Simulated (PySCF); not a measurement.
**Which functional comes closest?**

Molecule: SMILES CN(CCC)C, C$_{5}$H$_{13}$N.

Molfile (atoms numbered from 1):
```
C5H13N
     RDKit          3D

 19 18  0  0  0  0  0  0  0  0999 V2000
    2.5371    0.7992    0.6842 C   0  0  0  0  0  0  0  0  0  0  0  0
    1.0520    0.9783    0.4167 C   0  0  0  0  0  0  0  0  0  0  0  0
    0.3806   -0.3140   -0.0257 C   0  0  0  0  0  0  0  0  0  0  0  0
   -0.9915   -0.1541   -0.4517 N   0  0  0  0  0  0  0  0  0  0  0  0
   -1.8851    0.2395    0.6062 C   0  0  0  0  0  0  0  0  0  0  0  0
   -1.4794   -1.3064   -1.1625 C   0  0  0  0  0  0  0  0  0  0  0  0
    2.7157    0.0566    1.4788 H   0  0  0  0  0  0  0  0  0  0  0  0
    3.0047    1.7423    1.0047 H   0  0  0  0  0  0  0  0  0  0  0  0
    3.0707    0.4538   -0.2159 H   0  0  0  0  0  0  0  0  0  0  0  0
    0.8860    1.7351   -0.3683 H   0  0  0  0  0  0  0  0  0  0  0  0
    0.5657    1.3667    1.3271 H   0  0  0  0  0  0  0  0  0  0  0  0
    0.9455   -0.7204   -0.8820 H   0  0  0  0  0  0  0  0  0  0  0  0
    0.4727   -1.0751    0.7884 H   0  0  0  0  0  0  0  0  0  0  0  0
   -2.8978    0.3927    0.2025 H   0  0  0  0  0  0  0  0  0  0  0  0
   -1.5662    1.1898    1.0575 H   0  0  0  0  0  0  0  0  0  0  0  0
   -1.9593   -0.5170    1.4227 H   0  0  0  0  0  0  0  0  0  0  0  0
   -0.8271   -1.5292   -2.0214 H   0  0  0  0  0  0  0  0  0  0  0  0
   -2.4912   -1.1115   -1.5508 H   0  0  0  0  0  0  0  0  0  0  0  0
   -1.5329   -2.2264   -0.5341 H   0  0  0  0  0  0  0  0  0  0  0  0
  1  2  1  0
  2  3  1  0
  3  4  1  0
  4  5  1  0
  4  6  1  0
  1  7  1  0
  1  8  1  0
  1  9  1  0
  2 10  1  0
  2 11  1  0
  3 12  1  0
  3 13  1  0
  5 14  1  0
  5 15  1  0
  5 16  1  0
  6 17  1  0
  6 18  1  0
  6 19  1  0
M  END
```

Geometry PBE0-D3(BJ)/def2-SVP throughout; GIAO in PySCF 2.14, gas phase, one conformer, non-relativistic; equivalent atoms averaged; basis pcSseg-1.

Reference values (measured; solution, not stated per compound (mostly CDCl3 or CCl4); Pretsch, Buehlmann, Badertscher, Structure Determination of Organic Compounds, 4th ed. (2009)): δ(C3) = 61.8 ppm, δ(C2) = 20.6 ppm, δ(C1) = 11.9 ppm. Computed shifts are taken against TMS, calculated as an isolated molecule at each level.

Q: How do the functionals HF, LDA, PBE, BLYP, BP86, OPBE, KT2, KT3, B97-D, B3LYP, PBE0, mPW1PW91, WP04, B97-2, BHandHLYP, CAM-B3LYP, wB97X-D, LC-wPBE perform against the reference? Times are CPU seconds on shared hosts with different chips, so compare them loosely.

A: 
```csv
functional,kind,C3,C2,C1,mean abs. error C,core-s
HF,Hartree–Fock,55.4,22.5,13.9,3.4,4.5
LDA,LDA,67.7,25.5,12.1,3.7,13
PBE,GGA,65.1,26.4,14.0,3.7,17
BLYP,GGA,66.6,28.0,14.8,5.0,17
BP86,GGA,65.2,26.3,14.1,3.8,16
OPBE,GGA,60.2,24.7,14.2,2.7,16
KT2,GGA,63.9,26.3,13.6,3.2,55
KT3,GGA,61.9,26.6,14.6,2.9,42
B97-D,GGA,63.5,26.8,14.7,3.6,45
B3LYP,global hybrid,64.2,26.4,14.2,3.5,30
PBE0,global hybrid,62.1,24.7,13.6,2.0,23
mPW1PW91,global hybrid,61.8,24.7,13.8,2.0,17
WP04,global hybrid,61.7,26.8,15.8,3.4,30
B97-2,global hybrid,61.4,25.0,14.3,2.4,33
BHandHLYP,global hybrid,61.0,24.7,14.0,2.3,41
CAM-B3LYP,range-separated hybrid,63.0,25.2,13.6,2.5,46
wB97X-D,range-separated hybrid,61.7,24.4,13.9,2.0,43
LC-wPBE,range-separated hybrid,59.2,22.6,13.1,1.9,55
```

For ¹³C the closest is LC-wPBE (1.9 ppm, with wB97X-D, mPW1PW91, PBE0 practically level) and the furthest BLYP (5.0 ppm). One molecule is a small sample, and vibrational and solvent effects are absent from the calculation.
